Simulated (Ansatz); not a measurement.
System: acetonitrile, C₂H₃N (charge 0, singlet). 
Structure (B3LYP-D3(BJ)/def2-TZVP (Ansatz, a first-principles code) minimum search):
SMILES: CC#N
```xyz
6

C     -0.0055     0.0046    -1.1739
C      0.0013    -0.0011     0.2805
N      0.0067    -0.0056     1.4298
H     -0.0055     1.0296    -1.5454
H      0.8782    -0.5072    -1.5556
H     -0.8946    -0.5041    -1.5473
```
Charge 0, spin multiplicity 1.

Basis-set convergence of Hartree-Fock and MP2 correlation energies (hartree) with Ansatz. Valence correlation only, unless marked. No spin-orbit coupling. Non-relativistic.

| basis | functions | E(HF) | E(corr, MP2) |
|---|---|---|---|
| aug-cc-pVDZ | 96 | -131.94364 | -0.43697 |
| aug-cc-pVTZ | 207 | [?] | [?] |

Task: Complete the blanks.

Result: 
- aug-cc-pVTZ, E(HF): -131.97535
- aug-cc-pVTZ, E(corr, MP2): -0.52199
